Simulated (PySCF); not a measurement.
Molecule: 1,1,1,2-tetrafluoroethane (SMILES FC(CF)(F)F).

Numbering as in the mapped SMILES `[F:1][CH2:2][C:3]([F:4])([F:5])[F:6]`. Each H is labelled by its parent atom.

Spin–spin couplings on one PBE0-D3(BJ)/def2-SVP geometry, PySCF 2.14, gas phase, non-relativistic, equivalent pairs averaged; isotopes ¹⁹F, ¹H; basis pcJ-1.

Reference values (Hz): ²J(F1,H(C2)) = 45.9 (measured; solution; Gryff-Keller and Szczecinski, RSC Adv. 2016, 6, 82783); ³J(F4,H(C2)) = 7.9 (measured; solution; Gryff-Keller and Szczecinski, RSC Adv. 2016, 6, 82783); ³J(F4,F1) = -16.1 (measured; solution; Gryff-Keller and Szczecinski, RSC Adv. 2016, 6, 82783).

How do the couplings (Hz) change with the functional? Times are CPU seconds on shared hosts with different chips, so compare them loosely.

Answers


```
functional  functions  ²J(F1,H(C2))  ³J(F4,H(C2))  ³J(F4,F1)  mean abs. error  core-s
        HF        182          65.5           9.8       -5.8             10.6      17
       LDA        182          37.0           7.3      -36.2              9.9     8.3
       PBE        182          47.4           7.6      -30.6              5.4      13
       KT2        182          47.8           7.1      -30.8              5.8      15
     B3LYP        182          53.0           8.7      -24.1              5.3      28
      PBE0        182          51.6           8.3      -23.0              4.3      20
     B97-2        182          45.2           7.8      -23.9              2.9      20
 BHandHLYP        182          59.8           9.7      -16.2              5.3      23
 CAM-B3LYP        182          52.2           8.5      -22.7              4.5      25
```

Errors compare magnitudes, without vibrational corrections, and the largest couplings weigh most in the mean. Closest: B97-2; furthest: HF.
